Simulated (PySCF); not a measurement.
Working out the ionisation energy of P

P [Ne] 3s2 3p3 (4S) → P+ [Ne] 3s2 3p2 (3P). All numbers are calculated (PySCF 2.14, no relativity, point nucleus, in cc-pV(D+d)Z (4s3p2d, 23 functions)). Frozen: [Ne]. Energies in hartree (1 hartree = 27.21139 eV):

| part | P (lower) | P+ (upper) |
| --- | --- | --- |
| UHF | -340.709048 | -340.344173 |
| CCSD correlation | -0.083162 | -0.071858 |
| (T) | -0.001150 | -0.001004 |

Task: What does Hartree-Fock give?

Result: (-340.344173) − (-340.709048) = 0.364875 hartree = 9.929 eV.

Task: What do CCSD and CCSD(T) give?

Result: The CCSD correlation energies differ by 0.011304 hartree = 0.308 eV and the triples by 0.000146 hartree = 0.004 eV, so CCSD gives 10.237 eV and CCSD(T) 10.241 eV.

Measured between the centres of the two terms (NIST): 10.526 eV, so CCSD(T) (valence) is off by -0.285 eV.

What remains against the reference includes basis incompleteness, the frozen core and higher excitations.
